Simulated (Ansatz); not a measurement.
The input, for Ansatz 0.2.0:

```yaml
crystal:
  periodic: [false, false, false]
  atoms:
    - {symbol: Ge, position_ang: [0.000000, 0.000000, 0.001833]}
    - {symbol: Mg, position_ang: [0.000000, 0.000000, -2.492667]}
    - {symbol: H, position_ang: [0.000000, 0.000000, 2.490833]}
basis:
  gaussian: {orbitals: 6-31G}
magnetization: {spin_polarized: false, initial_magnetization: 3}
correlation: {method: fci, electrons: outside_noble_gas}
```

```sh
$ ansatz run in.yaml --threads 1 --pin off --events-out ev --progress --plain --max-ram 2393MiB
```

(1) Roughly how long does this take on 1 thread of Arm Neoverse V1, shared host, and how much host memory?

```
710 factors; integrals over basis functions are off by at most 1.2e-7 eV
mean field evaluation 1: about -61907.0723 eV, gradient 5.8e0 eV
mean field evaluation 2: about -61907.1040 eV, gradient 5.8e0 eV
mean field evaluation 4: about -61907.5361 eV, gradient 1.4e0 eV
mean field evaluation 8: about -61907.5765 eV, gradient 9.9e-1 eV
mean field evaluation 16: about -61907.9873 eV, gradient 2.9e-5 eV
mean field evaluation 32: about -61898.6529 eV, gradient 2.2e1 eV
mean field evaluation 64: about -61907.6590 eV, gradient 5.1e-1 eV
mean field evaluation 96: about -61907.1669 eV, gradient 8.9e-4 eV
mean field -61907.98726450 eV, -2275.0765692295 hartree, gradient 2.9e-6 eV, S^2 3.750000; 11 other end points of the search recorded, 0 dependent functions left out
mean field evaluation 128: about -61908.0066 eV, gradient 2.1e0 eV
mean field evaluation 160: about -61908.4086 eV, gradient 8.1e-1 eV
mean field evaluation 192: about -61908.1825 eV, gradient 4.1e-4 eV
determinant -61907.98726450 eV, -2275.0765692295 hartree, with singles and doubles -61910.08971264 eV, -2275.1538327734 hartree
determinant -61907.16689247 eV, -2275.0464211136 hartree, with singles and doubles -61908.68536308 eV, -2275.1022238792 hartree
determinant -61904.96078549 eV, -2274.9653481774 hartree, with singles and doubles -61907.18223198 eV, -2275.0469848302 hartree
unrestricted determinant -61908.43026758 eV, -2275.0928492924 hartree, S^2 4.4490
19 core orbitals not correlated: weight in the atoms' cores, before any rotation towards them, 0.999 or more for the frozen orbitals, at most 0.000 for the correlated occupied ones
reference -61907.98726450 eV, -2275.0765692295 hartree; 5, 2 occupied and 20, 23 virtual orbitals, 710 factors
state -61910.33046305 eV, -2275.1626801880 hartree
Total energy: -61910.33046305 eV, -2275.1626801880 hartree
```

Natural occupations: 1.9594 1.7712 0.9976 0.9853 0.9853 0.2034 0.0282 0.0282 0.0148 0.0072 0.0050 0.0050 0.0041 0.0021 0.0007 0.0006 0.0006 0.0003 0.0002 0.0002 0.0002 0.0002 0.0001 0.0001.

Answers

(1) 2.4 min wall and 0.77 GiB.
